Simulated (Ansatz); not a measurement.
Born–Oppenheimer molecular dynamics of FH$_{4}$NSi (7 atoms, charge 0, multiplicity 1). It starts at the highest image of a converged band. Of that band: The profile has 2 maxima (images 3, 8) with wells between them (image 5): this band takes more than one step, which may be the mechanism or a detour left from its start path. Neighbouring images differ by up to 2.1 eV, so the band resolves the path poorly. A vibrational analysis at the climbing image gives one clearly imaginary mode, 1263i cm⁻¹: a first-order saddle point.

Method: Ansatz, RKS CAM-B3LYP/def2-SVP.

```json
{
 "ensemble": "NVE (velocity Verlet)",
 "time step": "0.5 fs",
 "steps asked": "200",
 "starting velocities drawn for": "300 K",
 "seed": "7997"
}
```

First frame:

```xyz
7
Properties=species:S:1:pos:R:3
Si 0.231 -0.053 -0.400
F 0.806 0.012 1.515
H 1.533 -0.064 0.588
H -0.739 1.085 -0.397
N -0.775 -1.397 -0.682
H -1.788 -1.378 -0.632
H -0.408 -2.335 -0.797
```

Question: How far do the bonds stretch over the last three quarters of this one trajectory? (Pairs bonded in most of those frames.)

Answer: 
| bond | mean (Å) | spread (Å) | shortest | longest |
| --- | --- | --- | --- | --- |
| Si1–F2 | 1.690 | 0.133 | 1.46 | 1.87 |
| Si1–H3 | 1.584 | 0.211 | 1.25 | 2.02 |
| Si1–H4 | 1.548 | 0.099 | 1.37 | 1.80 |
| Si1–N5 | 1.722 | 0.025 | 1.68 | 1.80 |
| N5–H6 | 1.026 | 0.015 | 1.00 | 1.06 |
| N5–H7 | 1.029 | 0.019 | 1.00 | 1.07 |

Pairs bonded in part of these frames only: Si1–H3 80 %, Si1–H4 95 %.

Mean temperature of the second half: 3122 K. The conserved energy stayed within 1.4 meV per atom of its start (net change -0.47 meV per atom), so the integration is sound. The kinetic energy rose, since the run started high on the potential surface and went downhill. A run of 0.1 ps of so small a system gives no equilibrium averages. The orbitals stay closed-shell, which can raise the energy where a bond breaks towards radicals; this wasn't checked here.

Run time: 4 min on 1 thread of Intel(R) Xeon(R) Platinum 8488C (Sapphire Rapids) (shared host), peak memory 0.14 GiB.
